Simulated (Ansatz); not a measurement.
Computed with Ansatz on PBE0-D4/def2-TZVP structures; ΔE is electronic, products minus reactants. CCSD(T)/CBS adds triple-zeta CCSD(T) − MP2 to the extrapolated MP2 energy (def2 sets, frozen cores). This one scheme is used for every species, atoms too. DFT in def2-TZVPP. No spin–orbit coupling; open shells (•) take unrestricted orbitals. Spin–orbit coupling would lower the free atoms: a little for C, S.

Reaction (atomization): thiophene → 4 C• + 4 H• + S•

Q: What is ΔE at CCSD(T)/CBS? (An estimate is asked.)

A: Computed: +41.67 eV.

Q: What do these levels give: LDA (SPW92), BLYP-D4, B97M-V, PBE0-D4, PBE-QIDH, BLYP, r2SCAN, PBE0, r2SCANh, CCSD/def2-TZVPP, CCSD(T)/def2-TZVPP, MP2/CBS(def2)? (Estimate.)

A: The calculation gave: LDA (SPW92) 48.67, BLYP-D4 41.85, B97M-V 42.10, PBE0-D4 42.55, PBE-QIDH 42.05, BLYP 41.32, r2SCAN 42.14, PBE0 42.35, r2SCANh 41.84, CCSD/def2-TZVPP 39.68, CCSD(T)/def2-TZVPP 40.58, MP2/CBS(def2) 42.99 eV.

Largest T1 diagnostic among the species: 0.013.

Leaving LDA and LC-ωPBE aside and taking each functional with its dispersion term where it has one, the values, not all of them listed here, spread over 3.16 eV, from BHLYP-D4 to PBE-D4. LDA lies +5.43 eV from PBE without D4, its usual overbinding. From r2SCAN to r2SCAN0 (25 % exact exchange), in def2-TZVPP and without D4, ΔE moves by −0.74 eV: exact exchange takes away binding that semilocal exchange gives to molecules.

For atomizations the MP2-based limit and the directly extrapolated one differ by several kJ/mol either way, and by 10 to 25 for some Ge, Se and Sn compounds, so smaller differences from it don't rank the levels.
